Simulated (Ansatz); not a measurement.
```yaml
crystal:
  periodic: [false, false, false]
  atoms:
    - {symbol: Al, position_ang: [-1.137433, -0.009033, -0.000240]}
    - {symbol: Cl, position_ang: [0.926816, 0.007360, 0.000196]}
    - {symbol: H, position_ang: [-1.089874, 1.763393, -0.003840]}
    - {symbol: H, position_ang: [-1.061732, -1.780479, 0.003386]}
basis:
  gaussian: {orbitals: def2-TZVP}
magnetization: {spin_polarized: true, initial_magnetization: 2}
hamiltonian: {xc: pbe0}
relax: {f_tol: 0.004, max_steps: 80}
```

```sh
$ ansatz run in.yaml --threads 1 --pin off --events-out ev --progress --plain --max-ram 2176MiB
```

Steps of the relaxation (energy above the last step; positions in Å, forces in eV/Å):

```
4
step 1, 174.7 meV
Al   -1.137   -0.009    0.000   -1.688   -0.013    0.000
Cl    0.927    0.007    0.000    1.041    0.008    0.000
H    -1.090    1.763   -0.004    0.319    0.531   -0.001
H    -1.062   -1.780    0.003    0.328   -0.526    0.001
```

```
4
step 2, 16.7 meV
Al   -1.332   -0.011    0.000   -0.341   -0.003    0.000
Cl    0.790    0.006    0.000    0.540    0.004    0.000
H    -0.925    1.831   -0.004   -0.099   -0.070    0.000
H    -0.896   -1.846    0.004   -0.100    0.069    0.000
```

```
4
step 3, 3.7 meV
Al   -1.294   -0.010    0.000    0.053    0.000    0.000
Cl    0.872    0.007    0.000   -0.140   -0.001    0.000
H    -0.985    1.835   -0.004    0.044   -0.043    0.000
H    -0.955   -1.851    0.004    0.043    0.044    0.000
```

```
4
step 5, 0.0 meV
Al   -1.320   -0.010    0.000    0.003    0.000    0.000
Cl    0.843    0.007    0.000    0.000    0.000    0.000
H    -0.957    1.806   -0.004   -0.001    0.004    0.000
H    -0.928   -1.821    0.003   -0.001   -0.004    0.000
```

Close pairs at the end: Al1–H4 1.853 Å, Al1–H3 1.853 Å, Al1–Cl2 2.163 Å.

A stationary point of unrestricted PBE0 after 5 steps, with ⟨S²⟩ = 2.015 against 2.00 for a pure state; no frequencies were run, so it isn't proven a minimum. 35 s on 1 thread of AMD EPYC 7R43, shared host.
